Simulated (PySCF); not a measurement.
Coordinates in bohr (charge 0 multiplicity 1):
```
C     0.0000    0.0000    0.0000
Cl   -1.9443   -1.9443    1.9443
Cl    1.9443   -1.9443   -1.9443
Cl   -1.9443    1.9443   -1.9443
Cl    1.9443    1.9443    1.9443
```

All numbers come from PBE/[C def2-TZVP, Cl def2-TZVP], no relativity, density fitting, PySCF.

This geometry of CCl4 is a stationary point at this level.

**Question.** What is the point group?

**Answer.** Td.

**Question.** Is it a minimum?

**Answer.** Yes: all harmonic wavenumbers are real.

**Question.** What are the dipole moment and the gap between the highest occupied and lowest empty levels?

**Answer.** 0.00 D and 4.88 eV.

**Question.** Give the atomic charges and bond orders.

**Answer.** 
```csv
atom,Mulliken,Löwdin,polar tensor,Mayer order to C1
C1,0.09,-1.39,1.40,–
"Cl2,3,4,5",-0.02,0.35,-0.35,1.16
```
